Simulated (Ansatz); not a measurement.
## Two Ansatz runs on Nb

The cell is built from the bcc type as a first guess.

First run: DFT, PBE, PAW with Ansatz's default frozen-core files, scalar-relativistic (Ansatz 0.2.0).

```yaml
crystal:
  lattice:
    - [-1.6242937642, 1.6242937642, 1.6242937642]
    - [1.6242937642, -1.6242937642, 1.6242937642]
    - [1.6242937642, 1.6242937642, -1.6242937642]
  atoms:
    - { symbol: Nb, position: [0.0, 0.0, 0.0] }
kpoints:
  mp_grid: { grid: [16, 16, 16] }
scf:
  occupations: { method: fermi_dirac, width: 0.08 }
hamiltonian:
  xc: pbe
  pseudopotentials: { kind: paw }
output:
  forces: true
  stress: true
relax:
  f_tol: 0.005
  max_steps: 80
  cell: {}
```

Result: converged; relaxed volume 18.129 Å³/atom; 25 SCF iterations in all.

Spin polarisation is left out, and whether a magnetic state lies lower isn't shown here.

The input is then changed:

```diff
@@ -7,5 +7,5 @@
     - { symbol: Nb, position: [0.0, 0.0, 0.0] }
 kpoints:
-  mp_grid: { grid: [16, 16, 16] }
+  mp_grid: { grid: [13, 13, 13] }
 scf:
   occupations: { method: fermi_dirac, width: 0.08 }
@@ -20,3 +20,5 @@
   max_steps: 80
   cell: {}
+basis:
+  ecutwfc: "600 eV"
```

**Question.** Predict the outcome of the changed run.

**Answer.** It converged; energy at zero smearing -4.6 meV/atom from the first run; relaxed volume 18.104 Å³/atom; 25 SCF iterations in all. Some of these settings are too coarse for converged properties.
